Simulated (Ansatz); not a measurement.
**A relaxation, step by step**

Si2H5Cl, closed shell, PBE0-D4/def2-TZVP (Ansatz 0.2.0). Settings:

```yaml
hamiltonian: {xc: pbe0, dispersion: d4}
relax: {f_tol: 0.005, max_steps: 200}
```

Start, a step off a saddle point along its unstable mode:

```
8
angstrom
Si -1.4725 0.7001 -0.1857
Si 0.8968 -0.1674 0.5674
H -0.0007 -0.5703 -0.3555
H -2.0909 -0.7272 -0.3882
Cl -1.1640 1.1753 -2.2388
H 2.0049 -1.0165 0.0739
H 1.4212 1.2256 0.6428
H 0.4052 -0.6195 1.8839
```

| step | energy less the last (meV) | largest force component (eV/Å) |
| --- | --- | --- |
| 1 | 458.5 | 3.167 |
| 2 | 102.6 | 1.203 |
| 3 | 21.4 | 0.171 |
| 4 | 15.6 | 0.051 |
| 5 | 11.7 | 0.108 |
| 6 | 7.6 | 0.068 |
| 7 | 5.3 | 0.094 |
| 8 | 2.9 | 0.055 |
| 9 | 2.3 | 0.038 |
| 10 | 1.2 | 0.040 |
| 11 | 0.6 | 0.052 |
| 12 | 0.2 | 0.017 |
| 13 | 0.1 | 0.016 |
| 14 | 0.0 | 0.010 |
| 15 | 0.0 | 0.005 |
| 16 (rejected trial) | 0.0 | 0.006 |
| 17 | 0.0 | 0.002 |

Step 3, positions (Å) and forces (eV/Å):

| atom | x | y | z | Fx | Fy | Fz |
| --- | --- | --- | --- | --- | --- | --- |
| Si1 | -1.524 | 0.671 | -0.222 | -0.044 | -0.060 | 0.027 |
| Si2 | 0.997 | -0.190 | 0.627 | 0.170 | 0.098 | 0.171 |
| H3 | -0.072 | -0.483 | -0.418 | -0.055 | -0.126 | -0.115 |
| H4 | -2.136 | -0.700 | -0.474 | -0.007 | 0.006 | 0.016 |
| Cl5 | -1.269 | 1.194 | -2.241 | -0.008 | 0.094 | -0.054 |
| H6 | 2.097 | -1.088 | 0.172 | -0.060 | 0.028 | 0.015 |
| H7 | 1.442 | 1.221 | 0.617 | 0.011 | -0.065 | -0.031 |
| H8 | 0.465 | -0.626 | 1.938 | -0.007 | 0.026 | -0.029 |

Step 4, positions (Å) and forces (eV/Å):

```tsv
atom	x	y	z	Fx	Fy	Fz
Si1	-1.529	0.665	-0.227	0.022	-0.033	0.030
Si2	1.003	-0.189	0.634	-0.021	0.051	0.005
H3	-0.067	-0.503	-0.421	0.010	-0.044	-0.015
H4	-2.136	-0.709	-0.477	-0.007	0.009	-0.036
Cl5	-1.282	1.223	-2.242	-0.016	0.024	0.018
H6	2.098	-1.092	0.184	-0.003	-0.009	0.021
H7	1.450	1.218	0.607	0.014	-0.020	-0.021
H8	0.463	-0.614	1.944	0.000	0.022	-0.003
```

Step 6, positions (Å) and forces (eV/Å):

```
atom       x       y       z      Fx      Fy      Fz
 Si1  -1.508   0.631  -0.209  -0.009  -0.012   0.011
 Si2   0.996  -0.183   0.632  -0.068   0.022  -0.035
  H3  -0.061  -0.535  -0.435   0.030  -0.014  -0.010
  H4  -2.110  -0.732  -0.512  -0.015  -0.004  -0.005
 Cl5  -1.306   1.280  -2.201   0.018   0.014   0.025
  H6   2.080  -1.112   0.216   0.028  -0.022   0.016
  H7   1.465   1.214   0.561   0.012   0.014  -0.021
  H8   0.444  -0.563   1.949   0.006   0.003   0.019
```

Last step (17):

| atom | x (Å) | y (Å) | z (Å) |
| --- | --- | --- | --- |
| Si1 | -1.5320 | 0.5652 | -0.1778 |
| Si2 | 0.9747 | -0.1824 | 0.6265 |
| H3 | -0.1079 | -0.6374 | -0.3797 |
| H4 | -2.1312 | -0.7573 | -0.6312 |
| Cl5 | -1.1891 | 1.3820 | -2.0855 |
| H6 | 2.0708 | -1.1091 | 0.2289 |
| H7 | 1.3939 | 1.2182 | 0.4173 |
| H8 | 0.5209 | -0.4793 | 2.0015 |

Hardware: 2 CPU threads of an Intel Xeon Platinum 8488C, shared host. Wall time about 39 s.
